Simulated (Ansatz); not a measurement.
Bi2S3 (Pnma, No. 62), treated with r²SCAN (Ansatz, a quantum-chemistry and plane-wave program, PAW).

Settings: plane-wave cutoff 560 eV, 4×8×4 k mesh (along the axes of the cell as run), Fermi–Dirac smearing 0.01 eV, scalar-relativistic PAW data made under PBE.

Cell (relaxed at this level):

```yaml
crystal:
  lattice:
    - [11.64295, 0.00000, 0.00000]
    - [0.00000, 4.00052, 0.00000]
    - [0.00000, 0.00000, 11.18532]
  atoms:
    - { symbol: Bi, position: [0.48058, 0.25000, 0.32636] }
    - { symbol: Bi, position: [0.01942, 0.75000, 0.82636] }
    - { symbol: Bi, position: [0.98058, 0.25000, 0.17364] }
    - { symbol: Bi, position: [0.51942, 0.75000, 0.67364] }
    - { symbol: Bi, position: [0.34434, 0.75000, 0.03288] }
    - { symbol: Bi, position: [0.15566, 0.25000, 0.53288] }
    - { symbol: Bi, position: [0.84434, 0.75000, 0.46712] }
    - { symbol: Bi, position: [0.65566, 0.25000, 0.96712] }
    - { symbol: S, position: [0.28979, 0.25000, 0.19092] }
    - { symbol: S, position: [0.21021, 0.75000, 0.69092] }
    - { symbol: S, position: [0.78979, 0.25000, 0.30908] }
    - { symbol: S, position: [0.71021, 0.75000, 0.80908] }
    - { symbol: S, position: [0.54773, 0.75000, 0.12814] }
    - { symbol: S, position: [0.95227, 0.25000, 0.62814] }
    - { symbol: S, position: [0.04773, 0.75000, 0.37186] }
    - { symbol: S, position: [0.45227, 0.25000, 0.87186] }
    - { symbol: S, position: [0.37860, 0.75000, 0.44348] }
    - { symbol: S, position: [0.12140, 0.25000, 0.94348] }
    - { symbol: S, position: [0.87860, 0.75000, 0.05652] }
    - { symbol: S, position: [0.62140, 0.25000, 0.55652] }
```

**Question.** Give the computed band gap and direct gap at Γ.

**Answer.** 
band gap: 1.72 eV
direct gap at Γ: 1.92 eV

Measured, for comparison: band gap 1.3 eV (temperature not stated, not corrected to a static lattice; as tabulated in Wikipedia's data pages).

Spin–orbit coupling is not included; with these elements it can move the gap by several tenths of an eV or more.
